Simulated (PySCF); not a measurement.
## Deuteron quadrupole couplings in `OCCC1=CC1`

Compound: C5H8O.
Atom-mapped SMILES: `[OH:1][CH2:2][CH2:3][C:4]1=[CH:5][CH2:6]1` (hydrogens: H7 on O1; H8, H9 on C2; H10, H11 on C3; H12 on C5; H13, H14 on C6)

Structure used (GFN2-xTB), in Å, numbered top down from 1:
```
atom  x, y, z in Å
O1    -2.0383   -0.9386    0.0278
C2    -1.6191    0.3822    0.2583
C3    -0.4690    0.8049   -0.6728
C4     0.7480    0.0494   -0.3483
C5     1.6585   -0.8419   -0.6046
C6     1.7441   -0.1938    0.7503
H7    -1.2725   -1.5202    0.1057
H8    -2.4966    1.0059    0.0746
H9    -1.3052    0.5129    1.3045
H10   -0.7590    0.6234   -1.7105
H11   -0.2845    1.8733   -0.5346
H12    2.1211   -1.5434   -1.2531
H13    1.4555   -0.7568    1.6328
H14    2.5163    0.5423    0.9477
```

Level: PBE0/pcSseg-1 (PySCF, non-relativistic); Q(2H) = 0.00286 b; rigid geometry, the same for H and D, with no vibrational averaging.

Problem. Rank these positions by the coupling χzz of a deuteron there, largest first.
A. H13 (methylene hydrogen)
B. H7 (hydroxyl hydrogen)
C. H12 (vinylic hydrogen)
D. H8 (methylene hydrogen)
E. H9 (methylene hydrogen)

Solution. B (308 kHz), C (250 kHz), A (215 kHz), D (199 kHz), E (189 kHz).

Problem. What are Vzz, η and χzz (234.96 MHz × Q × Vzz) at all hydrogens?

Solution. 
```json
{"atom": "H7", "bonded to": "O1", "bond length (Å)": "0.965", "Vzz (au)": "0.4590", "η": "0.15", "χzz (kHz)": "308"}
{"atom": "H8", "bonded to": "C2", "bond length (Å)": "1.092", "Vzz (au)": "0.2967", "η": "0.05", "χzz (kHz)": "199"}
{"atom": "H9", "bonded to": "C2", "bond length (Å)": "1.100", "Vzz (au)": "0.2816", "η": "0.05", "χzz (kHz)": "189"}
{"atom": "H10", "bonded to": "C3", "bond length (Å)": "1.093", "Vzz (au)": "0.3000", "η": "0.02", "χzz (kHz)": "202"}
{"atom": "H11", "bonded to": "C3", "bond length (Å)": "1.093", "Vzz (au)": "0.3018", "η": "0.02", "χzz (kHz)": "203"}
{"atom": "H12", "bonded to": "C5", "bond length (Å)": "1.061", "Vzz (au)": "0.3720", "η": "0.00", "χzz (kHz)": "250"}
{"atom": "H13", "bonded to": "C6", "bond length (Å)": "1.086", "Vzz (au)": "0.3201", "η": "0.09", "χzz (kHz)": "215"}
{"atom": "H14", "bonded to": "C6", "bond length (Å)": "1.085", "Vzz (au)": "0.3216", "η": "0.08", "χzz (kHz)": "216"}
```

Problem. Average by the element that carries the hydrogen.

Solution. on O: 308 kHz over 1 position, mean bond length 0.965 Å; on C: 211 kHz over 7 positions, mean bond length 1.087 Å.

Problem. How does χzz go with the bond length over the 7 C–H bonds?

Solution. A straight-line fit has a slope of -15.8 kHz for each 0.01 Å, with a correlation coefficient of -0.99, over lengths from 1.061 to 1.100 Å. The longer bonds have the smaller couplings here.

Problem. A static deuteron (I = 1) shows a doublet split by (3/2)χ, (3/4)χ(1 + η) and (3/4)χ(1 − η) with the field along z, y and x of the gradient. What are these for H10?

Solution. With |χ| = 201.6 kHz and η = 0.023: 302, 155 and 148 kHz, to first order and without motion.

Isolated species at its GFN2-xTB geometry (one conformer only). GFN2-xTB bond lengths can be off by several hundredths of an ångström, more for odd bonds, and the gradients follow them. A larger basis could move these couplings by a tenth or more.
